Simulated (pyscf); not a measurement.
6 gas-phase steps of one pattern: addition across a multiple bond or ene-type step on the singlet surface, Cl–H or F–H broken and Cl–Nb + H–O or Cl–Ta + H–O or F–Nb + H–O or F–Ta + H–O or F–W + H–Se formed. Structures and frequencies: ωB97X-D3(BJ)/def2-SVP in PySCF. Electronic energies in kcal/mol, between the relaxed ends of the descent from the saddle (adducts or complexes of the species named), with the reactant end as zero; ΔE‡ and ΔE at ωB97X-D3(BJ)/def2-TZVP. Rows were drawn at random from the steps of this pattern with a verified saddle, stable references and a bound adduct at one end at least.

```tsv
row	step	ΔE	ΔE‡
1	O=Ta(F)(F)–F + HF -> HO–Ta(F)(F)(F)–F	-27.1	5.5
2	O=Ta(OH)(OH)–OH + HF → HO–Ta(OH)(OH)(OH)–F	-23.5	?
3	O=Ta(Cl)(Cl)–Cl + HCl → HO–Ta(Cl)(Cl)(Cl)–Cl	-16.7	8.1
4	F–W(F)(=Se)=Se + HF → F–W(F)(F)(=Se)–SeH	-16.1	12.3
5	O=Nb(F)(F)–F + HF -> HO–Nb(F)(F)(F)–F	-15.5	11.3
6	O=Nb(F)(F)–F + HCl -> HO–Nb(F)(F)(F)–Cl	-12.3	10.6
```

From a straight line through the complete rows, estimate the missing barrier and say how far the line can be trusted.

Over the 5 complete rows the means are -17.5 (ΔE) and 9.6 (ΔE‡); least squares gives b = 0.40 and a = 16.6 kcal/mol, with residuals of 1.4 kcal/mol (root mean square; largest 2.1, row 4). For row 2: 16.6 + 0.40 × (-23.5) = 7.2 kcal/mol. The computed barrier is 4.2 kcal/mol, 3.0 under the line. The scatter is large against the spread of the barriers, so the line says little here. Each barrier is that of the saddle found. Elements up to Kr have no core potential and no relativistic terms here. Elements past Kr carry the def2 core potentials, without spin-orbit coupling.
